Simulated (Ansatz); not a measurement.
Results of PBEsol (PAW; Ansatz, a first-principles code) for bcc Li.

Run with plane-wave cutoff 520 eV, 26×26×26 k mesh, Fermi–Dirac smearing 0.08 eV (set by the program), scalar-relativistic PAW data made under PBE.

Computed at the level's own relaxed cell.

```xyz
1
Lattice="-1.7169 1.7169 1.7169 1.7169 -1.7169 1.7169 1.7169 1.7169 -1.7169" Properties=species:S:1:pos:R:3 pbc="T T T"
Li     0.0000     0.0000     0.0000
```

**Question.** Give the elastic tensor (Voigt notation, GPa, ions relaxed, in the Cartesian axes of the cell as printed).

**Answer.** 
```
   15.3    12.9    12.9     0.0     0.0     0.0
   12.9    15.3    12.9     0.0     0.0     0.0
   12.9    12.9    15.3     0.0     0.0     0.0
    0.0     0.0     0.0    11.6     0.0     0.0
    0.0     0.0     0.0     0.0    11.6     0.0
    0.0     0.0     0.0     0.0     0.0    11.6
```

Measured, for comparison: elastic constant C11 14.7 GPa (temperature not stated, not corrected to a static lattice, our sources range from 13.4 to 14.7; as tabulated in arXiv:1601.06701); elastic constant C12 11.3 GPa (temperature not stated, not corrected to a static lattice, our sources range from 11.3 to 12.5; as tabulated in Mechanics & Industry (2023), article mi220138, Table 3); elastic constant C44 9.6 GPa (temperature not stated, not corrected to a static lattice, our sources range from 9.60 to 10.7; as tabulated in Mechanics & Industry (2023), article mi220138, Table 3). Computed (rounded) less measured: elastic constant C11 +4 % (+4 % to +14 % over the range), elastic constant C12 not scored (sources differ), elastic constant C44 not scored (sources differ). A static lattice is as a rule a little smaller and stiffer than an uncorrected measurement, which narrows the difference in the elastic constant C11 and would widen misses of the other sign.
